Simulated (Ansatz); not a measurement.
# fcc Ir

Method: PBEsol in Ansatz (PAW).

Numerical settings: plane-wave cutoff 500 eV, 20×20×1 k mesh (along the axes of the cell as run), Fermi–Dirac smearing 0.1 eV, scalar-relativistic PAW data made under PBE.

Cell: relaxed at this level.

* **surface energy of the (100) face**: 3.32 J/m²
* **work function of the (100) face**: 5.67 eV

The slab of 8 atoms is relaxed and unreconstructed.

Spin–orbit coupling is not included.

The computed numbers hold no vibrational or temperature effects.

Ansatz is an electronic-structure program.
